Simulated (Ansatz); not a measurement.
System: C₃H₃, charge 0, doublet. C3H3 (SMILES [CH]1C=C1, doublet).
B3LYP-D3(BJ)/def2-TZVP minimum from Ansatz (a first-principles code):
```xyz
6

C      0.0018     0.0071     0.8842
C      0.0467    -0.6576    -0.4096
C      0.0561     0.6501    -0.4202
H     -0.7909     0.0189     1.6308
H      0.0705    -1.5781    -0.9660
H      0.0930     1.5610    -0.9914
```
Charge 0, spin multiplicity 2.

Wanted: atomisation energy (electronic, to ground-state atoms), in kcal/mol. UHF or UKS for unpaired electrons; spin-orbit terms are left out. CBS(X,Y): correlation extrapolated as X^-3, Hartree-Fock from the larger set (Q,5: extrapolated as (X+1)exp(-9√X)). A bracket is a step between two methods taken in the basis named. Functionals run without relativity, which enters their misses. Double hybrids freeze cores in their MP2 part. 'core' is core correlation in cc-pwCVTZ, 'X2C' scalar relativity in cc-pVTZ-DK, both at CCSD(T). Where a partner has so few electrons that a lower coupled-cluster level is exact, that level stands in.

CCSD(T)/CBS(cc-pVQZ,cc-pV5Z) + [CCSDT(Q) - CCSD(T)]/cc-pVDZ + core + X2C (Ansatz) gives 574.8 kcal/mol.

Problem. What does PBE/def2-TZVPD (Ansatz) give here, and how do the other levels compare?

Solution. PBE gives 598.7 kcal/mol, 23.9 kcal/mol above it. Differences of the others: r2SCAN/def2-TZVPD (Ansatz) 6.6; B3LYP/def2-TZVPD (Ansatz) -0.9; PBE0/def2-TZVPD (Ansatz) 10.8; B2PLYP/def2-TZVPD (Ansatz) -4.9; CCSD(T)/CBS(cc-pVQZ,cc-pV5Z) + core + X2C (Ansatz) -0.5 kcal/mol. Nearer than PBE: r2SCAN/def2-TZVPD, B3LYP/def2-TZVPD, PBE0/def2-TZVPD, B2PLYP/def2-TZVPD, CCSD(T)/CBS(cc-pVQZ,cc-pV5Z) + core + X2C.
